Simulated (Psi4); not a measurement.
# triplet CH4Si at 3 levels

Aim: a comparison of 3 runs (UB2PLYP/def2-TZVP, UDSD-PBEP86/def2-TZVP, UOMP2/def2-TZVP) of triplet CH4Si. 

Program for the calculation: Psi4 1.11.

1 further run of the same task is left out (set aside as unsound or not needed).

### 1 The molecule

CH4Si: 6 atoms, total charge 0, spin state triplet. As SMILES of the parent species, `C[SiH]`. Geometry: relaxed at PBE0-D4/def2-TZVP. That shape belongs to the parent species and isn't relaxed for this state.

Bond lengths: C1–Si2 1.892 Å, C1–H3 1.098 Å, C1–H4 1.091 Å, C1–H5 1.098 Å, Si2–H6 1.531 Å. Angles: C1–Si2–H6 94.2°, Si2–C1–H3 109.7°, Si2–C1–H4 113.8°, Si2–C1–H5 109.5°, H3–C1–H4 109.0°, H3–C1–H5 105.5°, H4–C1–H5 109.0°.

### 2 A single-point energy at UB2PLYP/def2-TZVP (density fitting for correlation) (run 1)

Input file ch4si.xyz:

```xyz
6
CH4Si
C     -0.093500    -0.366000    -0.370300
Si     0.917300     0.209800     1.122300
H     -1.156900    -0.410100    -0.102200
H      0.215000    -1.335600    -0.763000
H     -0.024000     0.382000    -1.170800
H      0.142200     1.520000     1.284000
```

Input file run_ase.py:

```python
import numpy as np
from ase.calculators.psi4 import Psi4
from ase.io import read

atoms = read('ch4si.xyz')
calc = Psi4(atoms=atoms, method='b2plyp', basis='def2-TZVP', memory='2200MB', num_threads=1, charge=0, multiplicity=3, label='psi4-calc', reference='uks')
calc.psi4.set_options({'puream': True, 'e_convergence': 1e-09, 'd_convergence': 1e-08, 'scf_type': 'pk', 'dft_radial_points': 99, 'dft_spherical_points': 590, 'num_frozen_docc': 6, 'maxiter': 100})
atoms.calc = calc

print(f'energy: {atoms.get_potential_energy():.6f} eV')
```

The run is started by

```sh
$ python run_ase.py
```

psi4-calc.dat:

```text
[...]
  Running in c1 symmetry.
[...]
  Nuclear repulsion =   48.603693658180966
[...]
  Multiplicity = 3
[...]
  Nalpha       = 13
  Nbeta        = 11
[...]
    Number of basis functions: 92
[...]
   @UKS iter   1:  -329.47715002946791   -3.99246e-01   6.58743e-03 DIIS/ADIIS
[...]
   @UKS iter  14:  -329.65917070240096   -2.33058e-12   2.85121e-09 DIIS
[...]
   @S^2 Observed:                2.003270482E+00
[...]
  @UKS Final Energy:  -329.65917070240096
   => Energetics <=
    Nuclear Repulsion Energy =             48.6036936581809655
    One-Electron Energy =                -550.8950287717814263
    Two-Electron Energy =                 185.8954839483109254
    DFT Exchange-Correlation Energy =     -13.2633195371114390
    Empirical Dispersion Energy =           0.0000000000000000
    VV10 Nonlocal Energy =                  0.0000000000000000
    Total Energy =                       -329.6591707024009565
[...]
 Multipole Moments:
 ------------------------------------------------------------------------------------
     Multipole            Electronic (a.u.)      Nuclear  (a.u.)        Total (a.u.)
 ------------------------------------------------------------------------------------
 L = 1.  Multiply by 2.5417464519 to convert [e a0] to [Debye]
 Dipole X            :          2.7813947           -2.7843295           -0.0029347
 Dipole Y            :         -0.2415295            0.0109674           -0.2305622
 Dipole Z            :          2.7493593           -2.9256978           -0.1763385
 Magnitude           :                                                    0.2902806
[...]
```

Standard output:

```text
energy: -8972.793484 eV
```

It took 23 s on 1 thread of Intel Xeon at 2.60GHz (Ice Lake), shared host; peak memory 1.2 GiB.

### 3 A single-point energy at UDSD-PBEP86/def2-TZVP (density fitting for correlation) (run 2)

ch4si.xyz is that of step 2.

Input file ch4si_ase.py:

```python
import numpy as np
from ase.calculators.psi4 import Psi4
from ase.io import read

atoms = read('ch4si.xyz')
calc = Psi4(atoms=atoms, method='dsd-pbep86', basis='def2-TZVP', memory='2200MB', num_threads=1, charge=0, multiplicity=3, label='psi4-calc', reference='uks')
calc.psi4.set_options({'puream': True, 'e_convergence': 1e-09, 'd_convergence': 1e-08, 'scf_type': 'pk', 'dft_radial_points': 99, 'dft_spherical_points': 590, 'num_frozen_docc': 6, 'maxiter': 100})
atoms.calc = calc

print(f'energy: {atoms.get_potential_energy():.6f} eV')
```

The run is started by

```sh
$ python ch4si_ase.py
```

psi4-calc.dat:

```text
[...]
  Running in c1 symmetry.
[...]
  Nuclear repulsion =   48.603693658180966
[...]
  Multiplicity = 3
[...]
  Nalpha       = 13
  Nbeta        = 11
[...]
    Number of basis functions: 92
[...]
   @UKS iter   1:  -329.27729424878800   -4.89897e-01   5.38323e-03 DIIS/ADIIS
[...]
   @UKS iter  13:  -329.40687965454509   -4.54747e-12   5.15741e-09 DIIS
[...]
   @S^2 Observed:                2.003968188E+00
[...]
  @UKS Final Energy:  -329.40687965454509
   => Energetics <=
    Nuclear Repulsion Energy =             48.6036936581809655
    One-Electron Energy =                -550.7979906611874412
    Two-Electron Energy =                 180.6776449115060643
    DFT Exchange-Correlation Energy =      -7.8902275630446486
    Empirical Dispersion Energy =           0.0000000000000000
    VV10 Nonlocal Energy =                  0.0000000000000000
    Total Energy =                       -329.4068796545450937
[...]
 Multipole Moments:
 ------------------------------------------------------------------------------------
     Multipole            Electronic (a.u.)      Nuclear  (a.u.)        Total (a.u.)
 ------------------------------------------------------------------------------------
 L = 1.  Multiply by 2.5417464519 to convert [e a0] to [Debye]
 Dipole X            :          2.7890180           -2.7843295            0.0046886
 Dipole Y            :         -0.2430197            0.0109674           -0.2320523
 Dipole Z            :          2.7562872           -2.9256978           -0.1694106
 Magnitude           :                                                    0.2873503
[...]
```

On the terminal:

```text
energy: -8967.338538 eV
```

Wall time 20 s (1 thread of Intel Xeon at 2.60GHz (Ice Lake), shared host); peak memory 1.2 GiB.

### 4 A single-point energy at UOMP2/def2-TZVP (density fitting for correlation) (run 3)

Input file run.py:

```python
import psi4

psi4.set_memory(2200000000)
psi4.set_num_threads(1)
psi4.set_output_file('output.dat', False)

geom = psi4.geometry("""
0 3
C     -0.093500    -0.366000    -0.370300
Si     0.917300     0.209800     1.122300
H     -1.156900    -0.410100    -0.102200
H      0.215000    -1.335600    -0.763000
H     -0.024000     0.382000    -1.170800
H      0.142200     1.520000     1.284000
symmetry c1
""")

psi4.set_options({
    'basis': 'def2-TZVP',
    'reference': 'uhf',
    'puream': True,
    'e_convergence': 1e-09,
    'd_convergence': 1e-08,
    'scf_type': 'pk',
    'num_frozen_docc': 6,
    'maxiter': 100,
})

result, w = psi4.energy('omp2', return_wfn=True)
print(f'total energy {result:.8f} hartree = {result * 27.211386:.5f} eV')
```

The run is started by

```sh
$ python run.py
```

output.dat:

```text
[...]
  Running in c1 symmetry.
[...]
  Nuclear repulsion =   48.603693658180966
[...]
  Multiplicity = 3
[...]
  Nalpha       = 13
  Nbeta        = 11
[...]
    Number of basis functions: 92
[...]
   @UHF iter   1:  -328.96535883551456   -5.94054e-01   4.27684e-03 ADIIS/DIIS
[...]
   @UHF iter  14:  -329.06372687614498   -1.07434e-11   9.17110e-09 DIIS
[...]
   @S^2 Observed:                2.004786664E+00
[...]
  @UHF Final Energy:  -329.06372687614498
   => Energetics <=
    Nuclear Repulsion Energy =             48.6036936581809655
    One-Electron Energy =                -550.6857033334226799
    Two-Electron Energy =                 173.0182827990967098
    Total Energy =                       -329.0637268761449832
  UHF NO Occupations:
  HONO-2 :   11  A 1.9980840
  HONO-1 :   12  A 1.0000000
[...]
 Multipole Moments:
 ------------------------------------------------------------------------------------
     Multipole            Electronic (a.u.)      Nuclear  (a.u.)        Total (a.u.)
 ------------------------------------------------------------------------------------
 L = 1.  Multiply by 2.5417464519 to convert [e a0] to [Debye]
 Dipole X            :          2.8217320           -2.7843295            0.0374025
 Dipole Y            :         -0.2522874            0.0109674           -0.2413200
 Dipole Z            :          2.7838729           -2.9256978           -0.1418249
 Magnitude           :                                                    0.2823979
[...]
	DF-SCS-MP2 Total Energy (a.u.)     :  -329.32070320249920
	DF-SOS-MP2 Total Energy (a.u.)     :  -329.32240747886414
[...]
	DF-SCS-OMP2 Total Energy (a.u.)    :  -329.32367831426438
	DF-SOS-OMP2 Total Energy (a.u.)    :  -329.30471816010396
	DF-SCS(N)-OMP2 Total Energy (a.u.) :  -329.16025608825674
[...]
	DF-OMP2 Total Energy (a.u.)        :  -329.32083667494629
[...]
```

Standard output:

```text
total energy -329.32083667 hartree = -8961.27640 eV
```

Run time: 24 s. Hardware: 1 thread of Intel Xeon at 2.60GHz (Ice Lake), shared host; peak memory 0.34 GiB.

### 5 The series

| run | level | integration grid | energy (Eh) | HOMO energy (eV) | LUMO energy (eV) | ⟨S²⟩ | wall time |
| --- | --- | --- | --- | --- | --- | --- | --- |
| 1 | UB2PLYP/def2-TZVP (density fitting for correlation) | 99 radial × 590 angular | -329.744081 | -6.01 | -2.35 | 2.003 | 23 s |
| 2 | UDSD-PBEP86/def2-TZVP (density fitting for correlation) | 99 radial × 590 angular | -329.543616 | -6.91 | -1.30 | 2.004 | 20 s |
| 3 | UOMP2/def2-TZVP (density fitting for correlation) | – | -329.320837 | -7.88 | 0.39 | 2.005 | 24 s |

### 6 Summary of results

```
                                                         quantity          value
                                              run 3: total energy  -329.32084 Eh
run 3: HOMO energy (Hartree–Fock orbitals) (highest over α and β)       -7.88 eV
 run 3: LUMO energy (Hartree–Fock orbitals) (lowest over α and β)        0.39 eV
               run 3: correlation energy (6 core orbitals frozen)     -257.1 mEh
                         run 3: ⟨S²⟩ of the reference determinant          2.005
```

Totals of different functionals can't be ranked against each other. All runs together took 67 s, the longest 24 s.
